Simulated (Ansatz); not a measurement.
Which YAML input does this script hand to the engine? (Ansatz's Python interface)

`energy_c4h3n.py`
```python
"""Single point of C4H3N."""

import json
import warnings

import ansatz
import numpy as np
from rdkit import Chem
from rdkit.Chem import AllChem


def main() -> None:
    warnings.simplefilter("ignore", ansatz.DeckWarning)

    # a force-field geometry from the SMILES
    rd = Chem.AddHs(Chem.MolFromSmiles("N#CC1=CC1"))
    AllChem.EmbedMolecule(rd, randomSeed=354)
    AllChem.UFFOptimizeMolecule(rd)
    geometry = ansatz.Crystal.molecule()
    for atom, xyz in zip(rd.GetAtoms(), rd.GetConformer().GetPositions()):
        geometry = geometry.atom(atom.GetSymbol(), xyz.round(5).tolist())

    job = geometry.calculation().basis(gaussian="6-31G*").functional("pbe0", dispersion="d3bj").forces()
    data = job.session().plan(threads=1).execute().report

    print("reference energy %16.6f eV" % data["reference_energy_ev"])
    print("total energy     %16.6f eV" % data["free_energy_ev"])
    print("occupied (up, down):", data["n_occupied"], " virtual:", data["n_virtual"], " frozen:", data["n_frozen"])

    state = data["mean_field"]["state"]
    print(f"mean field: {state['energy']['hartree']:.7f} Ha, <S^2> = {abs(state['spin_squared']):.4f}, stability: {state.get('stability', {}).get('kind')}")

    symbols = [site.symbol for site in geometry.cartesian_sites]
    forces = np.array(data["forces_ev_ang"])
    print("largest force", round(float(np.linalg.norm(forces, axis=1).max()), 4), "eV/A, rms", round(float(np.sqrt((forces ** 2).mean())), 4))

    charges = data["charge_distribution"]
    print("dipole moment", round(4.803205 * float(np.linalg.norm(charges["dipole_moment_e_ang"])), 3), "D")
    print("Mulliken:", [(s, round(q, 3)) for s, q in zip(symbols, charges["mulliken_charges_e"])])
    with open("c4h3n.json", "w") as handle:
        json.dump({k: data[k] for k in ("free_energy_ev", "reference_energy_ev", "n_occupied", "n_virtual")}, handle, indent=1)


if __name__ == "__main__":
    main()
```

```console
$ python energy_c4h3n.py
reference energy     -5675.443742 eV
total energy         -5675.569636 eV
occupied (up, down): [17, 17]  virtual: [64, 64]  frozen: 0
mean field: -208.5687106 Ha, <S^2> = 0.0000, stability: minimum
largest force 6.4135 eV/A, rms 2.3325
dipole moment 4.144 D
Mulliken: [('N', -0.485), ('C', 0.27), ('C', 0.122), ('C', -0.128), ('C', -0.363), ('H', 0.225), ('H', 0.179), ('H', 0.179)]
```

`input.yaml`:
```yaml
crystal:
  periodic: [false, false, false]
  atoms:
    - { symbol: "N", position_ang: [2.94859, 0.28799, -0.44256] }
    - { symbol: C, position_ang: [1.80755, 0.20663, -0.26863] }
    - { symbol: C, position_ang: [0.3926, 0.1057, -0.05296] }
    - { symbol: C, position_ang: [-0.88887, 0.7241, 0.20524] }
    - { symbol: C, position_ang: [-0.76887, -0.65949, 0.06364] }
    - { symbol: H, position_ang: [-1.49102, 1.60526, 0.37888] }
    - { symbol: H, position_ang: [-0.84768, -1.22009, 1.01771] }
    - { symbol: H, position_ang: [-1.15231, -1.05011, -0.90131] }
basis:
  gaussian:
    orbitals: "6-31G*"
hamiltonian:
  xc: pbe0
  dispersion: d3bj
output:
  forces: true
```

Caveats:
- Total energies depend on the basis set; only differences at equal settings carry meaning.
- The geometry is a force-field or estimated start, not a minimum of this method, and the basis set is short of its limit.
- Total less reference energy is the dispersion correction.
- Run time: 2.6 s on 1 thread of Arm Neoverse V2 (shared host), peak memory 0.26 GiB.

(A comment or docstring line of the script was reworded after the run, the code is as it ran; lines on the test bed's own set-up are left out of the output.)
